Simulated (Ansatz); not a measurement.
**fcc Zn (model structure)**

Calculation: HSE06 in Ansatz (PAW).

Numerical settings: plane-wave cutoff 500 eV, 12×12×12 k mesh, Fermi–Dirac smearing 0.1 eV, scalar-relativistic PAW data made under PBE.

Cell (relaxed at this level):

```xyz
1
Lattice="0.0000 1.9644 1.9644 1.9644 0.0000 1.9644 1.9644 1.9644 0.0000" Properties=species:S:1:pos:R:3 pbc="T T T"
Zn     0.0000     0.0000     0.0000
```

```yaml
band_gap: zero (no gap)
```

Note: exact exchange on metals is sensitive to the k mesh and can open a false gap; the relaxation could raise the start's symmetry but not lower it, so the cell can be a saddle point.

A model structure was made by putting elements into a prototype or built by hand; it is no filed structure, need not be a known phase, and can be a saddle point held by its symmetry.

Ansatz is an electronic-structure program.
